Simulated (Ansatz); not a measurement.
Relaxed structures of CHOS (charge -1), singlet (PBE0-D4/def2-TZVPD; forces vanish, vibrations not checked; lower isomers may exist, and structures with a doubtful reference or unclear bonds are left out; Å). Computed with Ansatz 0.2.0 (basis: def2-TZVPPD); correlated methods freeze the cores.

(1) Rank them by CCSD(T) energy, lowest first, and give each one's height above the lowest. Links in brackets join atoms within 1.22 times the sum of their covalent radii (1.1 for two metals). (Judge from chemistry; the value comes from the calculation.)
A.
CHOS ([CH][O][S]), total charge -1
```
4
angstrom
O -0.7045 0.1477 1.0446
C -0.1800 -0.0390 -0.0843
S -1.4612 1.6944 1.5846
H -0.2637 0.9085 -0.6865
```
B.
CHOS ([O][CH][S]), total charge -1
```
4
angstrom
O -0.9061 0.4789 0.8369
C -0.0914 0.0852 0.0093
S 1.0920 -1.1439 0.1466
H -0.0946 0.5798 -0.9928
```
C.
CHOS ([CH][S][O]), total charge -1
```
4
angstrom
O 1.8044 -1.9836 0.8506
C 0.0998 -0.0780 0.1699
S 1.2603 -1.1013 -0.2353
H -0.0735 0.4038 -0.8135
```

T1 diagnostic: at most 0.029. The restricted Hartree–Fock reference is unstable towards an unrestricted one at one or more of these structures.

## Answers

(1) By the calculation: B (0.00 kcal/mol), C (58.75 kcal/mol), A (82.39 kcal/mol). Heights count from the lowest.

For scale, one of the runs: CCSD(T)/def2-TZVPPD, 145 basis functions, launched by `ansatz run in.yaml --threads 2 --pin off --events-out ev --progress --plain --max-ram 4352MiB`. Time: 13 s of wall clock on 2 CPU threads of an Arm Neoverse V2; the host was shared. Peak host memory: 0.87 GiB.
